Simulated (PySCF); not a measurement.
difluoromethane (CH₂F₂), SMILES FCF.

Geometry: TPSSh-D3(BJ)/def2-TZVP.

All values below come from PySCF with CAM-B3LYP/def2-TZVPD.

| Quantity | Result |
|---|---|
| total energy | -239.03045 hartree |
| point group | C2v |
| highest occupied level | -11.61 eV |
| lowest empty level | 0.92 eV |
| orbital gap | 12.53 eV |
| dipole moment | 2.03 D |
| quadrupole, principal values (traceless, Buckingham form, about the centre of nuclear charge) | -3.97, 1.91, 2.07 D·Å |
| mean static polarisability | 17.9 bohr³ (2.66 Å³) |
| polarisability, principal values | 16.9, 17.8, 19.1 bohr³ |
